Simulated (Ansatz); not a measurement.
`CO/C(F)=C/F` + CH₄ → `CO/C(C)=C\F` + H–F  (formal exchange of groups at a C–F bond)

Isolated molecules relaxed with PBE0-D4/def2-TZVP in Ansatz; ΔE leaves out vibrations. CCSD(T)/CBS is the MP2 limit (def2-TZVPP, def2-QZVPP) plus CCSD(T) − MP2 in def2-TZVPP, frozen cores. This one scheme is used for every species. Double bonds are as drawn, so ΔE can hold a change between cis and trans. DFT in def2-TZVPP. B3LYP here is the variant with VWN-RPA as its local correlation; programs differ in this. One conformer a species, not always the lowest.

```csv
species,B3LYP-D4 energy (Eh)
`CO/C(F)=C/F`,-391.76101
CH₄,-40.54051
`CO/C(C)=C\F`,-331.82048
H–F,-100.49283
```

Q: Work out ΔE.

A: ΔE = (-331.82048) + (-100.49283) − (-391.76101) − (-40.54051) = -0.01179 Eh = -31.0 kJ/mol. CCSD(T)/CBS gives -48.6 kJ/mol.

Largest T1 diagnostic among the species: 0.012.

The D4 term adds −7.9 kJ/mol with B3LYP and −4.3 kJ/mol with PBE0; it sums over pairs of atoms, weighted by their polarisabilities, and B3LYP, whose exchange is more repulsive, gets the larger term. In def2-TZVPP, CCSD(T) changes the Hartree–Fock value by −20.0 kJ/mol (the triples alone add −1.4 kJ/mol) and MP2 by −30.1 kJ/mol. From PBE to PBE0 (25 % exact exchange), in def2-TZVPP and without D4, ΔE moves by −5.7 kJ/mol.
